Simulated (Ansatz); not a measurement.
One arrangement of a pair

The pair of OH⁻ (SMILES [OH-], atoms 1–2) and CO (SMILES [C-]#[O+], atoms 3–4), both closed shells, in one local arrangement (a lower one may exist), relaxed at PBE0-D4/def2-TZVPD:

```xyz
4
angstrom
O -0.1840 -0.2493 -0.7409
H 0.2295 0.3946 -1.3222
C 0.1967 0.2741 0.5883
O -0.2422 -0.4194 1.4748
```

Ansatz 0.2.0; basis: def2-TZVPPD, with def2-QZVPPD for the basis limit; cores frozen in the correlated methods. B3LYP uses VWN-RPA correlation. Extrapolation: Hartree–Fock as exp(−7.88 √X), correlation as X^−2.97. Interaction energies count from these two fragments, frozen as in the pair, with the counterpoise correction; negative means bound.

Q: What is the interaction energy by CCSD(T) at an estimated basis limit (MP2 extrapolated from triple and quadruple zeta, plus CCSD(T) − MP2 in triple zeta)? (Judge from chemistry; the value comes from the calculation.)

A: The calculation gives: -23.91 kcal/mol. Hartree–Fock alone gives -25.56 kcal/mol at the basis limit. It counts from the two fragments frozen as in the pair.

The same quantity by other methods in triple zeta, and each one's difference from that estimate:
```json
{"method": "PBE-D4", "E_int (kcal/mol)": "-32.21", "difference": "-8.29"}
{"method": "revPBE-D4", "E_int (kcal/mol)": "-28.47", "difference": "-4.56"}
{"method": "BLYP-D4", "E_int (kcal/mol)": "-25.47", "difference": "-1.56"}
{"method": "r2SCAN-D4", "E_int (kcal/mol)": "-33.12", "difference": "-9.20"}
{"method": "B97M-V", "E_int (kcal/mol)": "-31.26", "difference": "-7.34"}
{"method": "PBE0-D4", "E_int (kcal/mol)": "-34.62", "difference": "-10.70"}
{"method": "B3LYP-D4", "E_int (kcal/mol)": "-28.90", "difference": "-4.98"}
{"method": "HSE06-D4", "E_int (kcal/mol)": "-34.73", "difference": "-10.82"}
{"method": "wB97X-V", "E_int (kcal/mol)": "-29.60", "difference": "-5.69"}
{"method": "wB97M-V", "E_int (kcal/mol)": "-28.61", "difference": "-4.69"}
{"method": "B2PLYP", "E_int (kcal/mol)": "-23.29", "difference": "0.62"}
{"method": "HF", "E_int (kcal/mol)": "-25.16", "difference": "-1.24"}
{"method": "MP2", "E_int (kcal/mol)": "-17.59", "difference": "6.33"}
{"method": "CCSD", "E_int (kcal/mol)": "-21.17", "difference": "2.74"}
{"method": "CCSD(T)", "E_int (kcal/mol)": "-20.12", "difference": "3.79"}
```
Differences are method less estimate.

Q: Which atoms make the shortest contact between the fragments?

A: O1 and C3, 1.48 Å apart.

Energy to bend the free fragments (PBE0-D4 minima) into their shapes in the pair, CCSD(T)/def2-TZVPPD: OH⁻ 0.01 kcal/mol; CO 5.92 kcal/mol. This must be added to the interaction energy to get the binding energy from relaxed fragments.

Basis-set superposition shift (counterpoise-corrected less uncorrected): CCSD(T) 2.40; MP2 2.53; HF 0.06; PBE0-D4 0.19; wB97M-V 0.14 kcal/mol.

No T1 diagnostic of these runs exceeds 0.026.

For scale, one of the runs: CCSD(T)/def2-TZVPPD, 134 basis functions, launched by `ansatz run in.yaml --threads 2 --pin off --events-out ev --progress --plain --max-ram 5222MiB`. The run took about 5.5 s on 2 CPU threads of an Arm Neoverse V1 (shared host).
